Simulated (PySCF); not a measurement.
Consider trans-crotonaldehyde, `C/C=C/C=O` (C4H6O). Atom numbers as in the mapped SMILES `[CH3:1]/[CH:2]=[CH:3]/[CH:4]=[O:5]`.

Level of theory: ωB97X-D3(BJ)/ma-def2-TZVP single points in PySCF, grid level 2; every species was optimised with PBE0-D3(BJ)/ma-def2-SVP. The prefix ma- adds one diffuse s and one diffuse p function on all atoms but H. Thermal corrections: PBE0-D3(BJ)/ma-def2-SVP frequencies, unscaled, ideal gas at 298.15 K and 1 bar, quasi-RRHO entropy.

Q: What are the vertical and the adiabatic ionisation energy for forming the radical cation?

A: 9.73 eV vertical and 9.97 eV adiabatic, the latter with zero-point energy, which puts it above the vertical value.

Q: Where does the unpaired spin of the relaxed radical cation sit?

A: C3 (alkene carbon) 0.51, C2 (alkene carbon) 0.30, O5 (carbonyl oxygen) 0.26, C4 (carbonyl-type carbon) -0.15 (intrinsic atomic orbital populations).

Q: How far is −ε(HOMO) from the vertical value by ΔSCF?

A: −ε(HOMO) = 9.96 eV, which is 0.24 eV above the ΔSCF value.

Known limits: the relaxed radical cation lies 0.32 eV above the vertical state at this level, which can't hold for one state at its own minimum: the two belong to different states, or the structure misses this level's minimum, so vertical and adiabatic values aren't comparable; the value from this structure is no true adiabatic energy.

Differences come from unrounded values, so a last digit can differ from that of the printed terms.
